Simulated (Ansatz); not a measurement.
# CH3OSi+ (SMILES [CH+]=[SiH]O): functionals against CCSD(T) at one geometry

A test off equilibrium: a frame of a short trajectory is computed at several levels, and each is set against CCSD(T).

Computed with Ansatz 0.2.0, Gaussian basis. Level: single points in def2-TZVPP.

Cores are frozen in the correlated methods.

1 further run of the same task is left out (it didn't finish).

## 1. Where the work starts

SMILES `[CH+]=[SiH]O`, 6 atoms, charge 1, spin multiplicity 1.

Atoms are counted from 1 here; the program's logs count them from 0.

Bond lengths: C1–Si2 1.795 Å, C1–H4 1.108 Å, Si2–O3 1.564 Å, Si2–H5 1.503 Å, O3–H6 0.956 Å. Angles: Si2–C1–H4 163.8°, C1–Si2–O3 115.0°, C1–Si2–H5 121.7°, O3–Si2–H5 122.9°, Si2–O3–H6 138.7°.

Coordinates:

```
C    -0.99857   -0.74191   -0.92319
Si    0.11484    0.39066   -0.08590
O     0.80717   -0.18696    1.19182
H    -1.87515   -1.19364   -1.42894
H     0.46592    1.73025   -0.67102
H     1.49456    0.05856    1.80912
```

## 2. PBE-D4/def2-TZVPP

Input file run/in.yaml:

```yaml
crystal:
  periodic: [false, false, false]
  atoms:
    - {symbol: C, position_ang: [-0.998570, -0.741907, -0.923193]}
    - {symbol: Si, position_ang: [0.114838, 0.390657, -0.085901]}
    - {symbol: O, position_ang: [0.807165, -0.186964, 1.191825]}
    - {symbol: H, position_ang: [-1.875149, -1.193642, -1.428941]}
    - {symbol: H, position_ang: [0.465923, 1.730250, -0.671021]}
    - {symbol: H, position_ang: [1.494559, 0.058563, 1.809121]}
basis:
  gaussian: {orbitals: def2-TZVPP}
total_charge: 1
hamiltonian: {xc: pbe, dispersion: d4}
output: {forces: true}
```

Command:

```bash
$ ansatz run in.yaml --threads 2 --pin off --events-out ev --progress --plain --max-ram 3481MiB
```

## 3. r2SCAN-D4/def2-TZVPP

run/in.yaml: that of step 2 with these lines changed.

```diff
@@ -12,3 +12,3 @@
 total_charge: 1
-hamiltonian: {xc: pbe, dispersion: d4}
+hamiltonian: {xc: r2scan, dispersion: d4}
 output: {forces: true}
```

## 4. PBE0-D4/def2-TZVPP

run/in.yaml: that of step 3 with these lines changed.

```diff
@@ -12,3 +12,3 @@
 total_charge: 1
-hamiltonian: {xc: r2scan, dispersion: d4}
-output: {forces: true}
+hamiltonian: {xc: pbe0, dispersion: d4}
+output: {forces: true, orbitals: {seedname: orbitals}}
```

## 5. wB97M-V/def2-TZVPP

run/in.yaml: that of step 4 with these lines changed.

```diff
@@ -12,3 +12,3 @@
 total_charge: 1
-hamiltonian: {xc: pbe0, dispersion: d4}
-output: {forces: true, orbitals: {seedname: orbitals}}
+hamiltonian: {xc: {name: wB97M-V}}
+output: {forces: true}
```

## 6. CCSD(T)/def2-TZVPP

run/in.yaml: that of step 5 with these lines changed.

```diff
@@ -12,3 +12,3 @@
 total_charge: 1
-hamiltonian: {xc: {name: wB97M-V}}
+correlation: {method: ccsd_t}
 output: {forces: true}
```

(Steps that only read results are left out.)

**Question.** What will these runs give? Wanted: energy less free atoms, CCSD(T)/def2-TZVPP; RMS force component; RMS force error; HOMO and LUMO, PBE0-D4; T1 diagnostic.

The runs gave:

| quantity | value |
| --- | --- |
| energy less free atoms, CCSD(T)/def2-TZVPP | -260.6 kcal/mol |
| RMS force component | 0.449 to 0.503 eV/Å over the methods |
| RMS force error | PBE-D4 0.198, r2SCAN-D4 0.091, PBE0-D4 0.123, wB97M-V 0.092 eV/Å |
| HOMO and LUMO, PBE0-D4 | -13.29 and -10.71 eV |
| T1 diagnostic | 0.017 |

What this shows: Against CCSD(T) the functionals' energies less atoms differ by -19.5 to -7.3 kcal/mol, PBE-D4 by -19.5 kcal/mol. The reference is not at the basis limit: in triple zeta CCSD(T) underbinds, which counts against methods that bind more; the gaps are no ranking. The forces of r2SCAN-D4 come nearest to CCSD(T), those of PBE-D4 are farthest. Frozen-core CCSD(T) forces in triple zeta carry basis errors of their own, and this is one geometry, so small gaps rank nothing. The restricted Hartree–Fock reference is unstable towards an unrestricted one at one or more of these structures.
